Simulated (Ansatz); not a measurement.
A calculation with Ansatz (development build ahead of 0.2.0).

```yaml
crystal:
  periodic: [false, false, false]
  atoms:
    - { symbol: C, position_ang: [1.07345, 0.00574, 0.13538] }
    - { symbol: C, position_ang: [0.00685, 1.08181, -0.13053] }
    - { symbol: C, position_ang: [-1.06866, -0.00709, 0.12483] }
    - { symbol: C, position_ang: [-0.00973, -1.07739, -0.12825] }
    - { symbol: H, position_ang: [1.39564, 0.00019, 1.17373] }
    - { symbol: H, position_ang: [1.9769, -0.0047, -0.5191] }
    - { symbol: H, position_ang: [0.00053, 1.39532, -1.18281] }
    - { symbol: H, position_ang: [0.00024, 1.98107, 0.51217] }
    - { symbol: H, position_ang: [-1.97349, 0.0096, -0.51105] }
    - { symbol: H, position_ang: [-1.40453, 0.00952, 1.17555] }
    - { symbol: H, position_ang: [-0.00706, -1.97728, 0.51589] }
    - { symbol: H, position_ang: [0.00442, -1.39788, -1.18479] }
basis:
  gaussian: { orbitals: STO-3G }
hamiltonian:
  xc: hf
correlation:
  method: mp2
  frozen_orbitals: { C: 1, H: 0 }
```

The input is written out in the form of the current development build from the run's settings.

Output:

* Converged: yes
* Reference energy: -154.26945 hartree
* Correlation energy: -0.20886 hartree
* Total energy: -154.47832 hartree
* Spin squared of the determinant: 0.000
